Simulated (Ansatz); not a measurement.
**BNH₂ (triplet): the correlation ladder, def2-TZVPP**

An exercise on one series of results from a longer session: the logs are not shown, and one member is left open.

Program: Ansatz 0.2.0, Gaussian basis. Level of theory: def2-TZVPP, core rule «outside noble gas», up to 2 orbitals frozen. These are calculated values, not measurements.

Plan: UHF; ROHF; CCSD(T) on UHF.

2 further runs of the same task are left out: 2 set aside as unsound or not needed.

**The system**

The geometry is a PBE0/def2-TZVP stationary point (not a proven minimum) of the parent state, kept for this charge and spin.

4 atoms, charge 0, spin multiplicity 3.

Atoms are counted from 1 here; the program's logs count them from 0.

Bond lengths: B1–N2 1.233 Å, B1–H3 1.172 Å, N2–H4 0.991 Å. Angles: N2–B1–H3 180.0°, B1–N2–H4 180.0°.

The first run:

Contents of in.yaml:

```yaml
crystal:
  periodic: [false, false, false]
  atoms:
    - {symbol: B, position_ang: [0.000000, 0.000000, 0.571255]}
    - {symbol: N, position_ang: [0.000000, 0.000000, -0.661337]}
    - {symbol: H, position_ang: [0.000000, 0.000000, 1.742910]}
    - {symbol: H, position_ang: [0.000000, 0.000000, -1.652828]}
basis:
  gaussian: {orbitals: def2-TZVPP}
magnetization: {spin_polarized: true, initial_magnetization: 2}
hamiltonian: {xc: hf}
output: {orbitals: {seedname: orbitals}}
```

Launch:

```console
$ ansatz run in.yaml --threads 1 --pin off --events-out ev --progress --plain --max-ram 4096MiB --backend cpu
```

Among the steps run: UHF; ROHF; CCSD(T) on UHF.

One table of the session follows, with a row left open; its other results are not shown here.

```
  method  from UCCSD(T) (kJ/mol)
    ROHF                  +761.9
     UHF                  +739.5
    UMP2                   +97.9
   UCCSD                       ?
UCCSD(T)                       0
```

Q: Estimate the row for UCCSD from the others.

As computed: from UCCSD(T) (kJ/mol): +25.6. In the column «from UCCSD(T) (kJ/mol)» it lies between UCCSD(T) (0) and UMP2 (+97.9).
